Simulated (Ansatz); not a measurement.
**BSi₂H (triplet): wave-function methods side by side at a displaced geometry (v2), cc-pVDZ**

One table from this session's results is given with a row withheld; the runs are named, their logs left out.

Computed with Ansatz 0.2.0, Gaussian basis. Level: cc-pVDZ, core rule «outside noble gas», up to 11 orbitals frozen.

Plan: UHF; CCSD(T) on ROHF; CCSD(T) on UHF; BCCD(T) on ROHF; CISD as a restricted active space (open shells left free, so some higher excitations enter); CCSDT(Q) on ROHF; CCSDT(Q) on UHF.

25 further runs of the same task are left out: 9 that didn't finish, 16 set aside as unsound or not needed. Runs told in other sessions of the task aren't counted.

### The system

The geometry is a PBE0/def2-TZVP stationary point (not a proven minimum) with its atoms shifted at random (size 0.100 Å).

4 atoms, charge 0, spin multiplicity 3.

Atoms are counted from 1 here; the program's logs count them from 0.

Bond lengths: B1–Si2 1.971 Å, B1–Si3 1.923 Å, Si2–Si3 2.180 Å, Si2–H4 1.508 Å. Angles: Si2–B1–Si3 68.1°, B1–Si2–Si3 54.9°, B1–Si2–H4 124.7°, Si3–Si2–H4 171.9°, B1–Si3–Si2 57.0°.

Set-up of the first run:

File in.yaml:

```yaml
crystal:
  periodic: [false, false, false]
  atoms:
    - {symbol: B, position_ang: [0.104639, -1.351203, -0.096932]}
    - {symbol: Si, position_ang: [-0.060235, 0.234815, 1.061926]}
    - {symbol: Si, position_ang: [0.016385, 0.277275, -1.116528]}
    - {symbol: H, position_ang: [0.099494, 0.223750, 2.561128]}
basis:
  gaussian: {orbitals: cc-pVDZ}
magnetization: {spin_polarized: true, initial_magnetization: 2}
hamiltonian: {xc: hf}
output: {orbitals: {seedname: orbitals}}
```

On the command line:

```
$ ansatz run in.yaml --threads 1 --pin off --events-out ev --progress --plain --max-ram 2393MiB
```

Steps of the session up to this table: UHF; CCSD(T) on ROHF; CCSD(T) on UHF; BCCD(T) on ROHF; CISD as a restricted active space (open shells left free, so some higher excitations enter); CCSDT(Q) on ROHF; CCSDT(Q) on UHF.

One of the session's tables, all rows but one given; the rest of the session is left out.

| method | from UCCSDT(Q) (kcal/mol) |
| --- | --- |
| ROHF | +184.72 |
| UHF | +177.91 |
| RMP2 | +31.14 |
| UMP2 | +33.72 |
| CISD | +32.29 |
| RCCSD | +13.15 |
| UCCSD | +12.86 |
| RCCSD(T) | +2.09 |
| UCCSD(T) | +2.22 |
| BCCD(T) | +1.99 |
| RCCSDT | +1.14 |
| UCCSDT | +1.08 |
| RCCSDT(Q) | ? |
| UCCSDT(Q) | 0 |

Estimate the missing values for RCCSDT(Q).

**Answer.** from UCCSDT(Q) (kcal/mol): +0.07. In the column «from UCCSDT(Q) (kcal/mol)» it lies between UCCSDT(Q) (0) and UCCSDT (+1.08).

Limits of these values: Restricted and unrestricted rows rest on different reference determinants; a gap between their highest levels can come from leftover correlation error, from unlike frozen cores or from another state.
